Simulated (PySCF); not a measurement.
Level of theory: TPSSh-D3(BJ)/def2-TZVP // PBE0-D3(BJ)/def2-SVP (PySCF). Gas-phase values, no solvent. 

Reference species (SMILES): `O(C)C` (neutral, multiplicity 1).

```
Property          Value
-------------  --------
HOMO–LUMO gap   7.73 eV
HOMO           -6.58 eV
dipole moment    1.13 D
```

After one change: the HOMO–LUMO gap goes up by 1.28 eV; the HOMO falls by 2.07 eV; the dipole moment rises by 2.84 D.

Q: Which change was made? The new species is one of these.
A. `N`
B. `CC#N`
C. `c1ccncc1`
D. `CN(C)C`

A: B, `CC#N`
